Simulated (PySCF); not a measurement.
NMR data simulated for an unnamed compound:

$^{1}$H NMR (600 MHz, computed): δ 6.17 (m, 1H), 5.81 (m, 1H), 5.47 (m, 1H), 5.06 (m, 2H).

$^{13}$C{$^{1}$H} NMR (computed): δ 143.6 (CH), 119.5 (CH2), 87.6 (CH2).

Theoretical values (PySCF 2.14.0 with density-fitted response routines): GIAO B97-2/pcSseg-2 shieldings, structure optimised with PBE0-D3(BJ)/def2-TZVP. Non-relativistic, no solvent model, averaged over atoms made equivalent by symmetry, fast rotation or ring inversion, a single conformation.

Chemical shifts δ = σref − σ; TMS for $^{1}$H and $^{13}$C, all at this level.

Problem. Which of these does the molecule contain: a vinyl group CH=CH2, an aldehyde, a non-aromatic C=C double bond, a carboxylic acid, a C≡C triple bond?

Solution. 
- A vinyl group CH=CH2: yes (δC 119.5, 143.6; δH 5.81 (m), 5.47 (m), 6.17 (m)).
- An aldehyde: no.
- A non-aromatic C=C double bond: yes.
- A carboxylic acid: no.
- A C≡C triple bond: no.

The data belong to Allyl Fluoride (SMILES C=CCF); they needn't prove each group on their own.

Carbon signals by region: 2 in the sp2 and nitrile region (100–160 ppm), 1 at 50–100 ppm.

Splittings by $^{19}$F in the carbon and heteronuclear signals aren't shown, as no couplings were computed. Shifts are as computed. Against solution values, carbons near 30 ppm lie about +3 ppm off and those near 130 ppm about +7 ppm. Of 1211 compounds with measured shifts, 218 miss one by over three times the rms of a fit or turn the order of signals round; such compounds aren't used in these exercises. No couplings were computed; multiplicities are counted from neighbouring protons, with m where these are inequivalent, close in shift, in a saturated or five-membered ring or joined by F or P, and br s for small geminal =CH2 splittings.
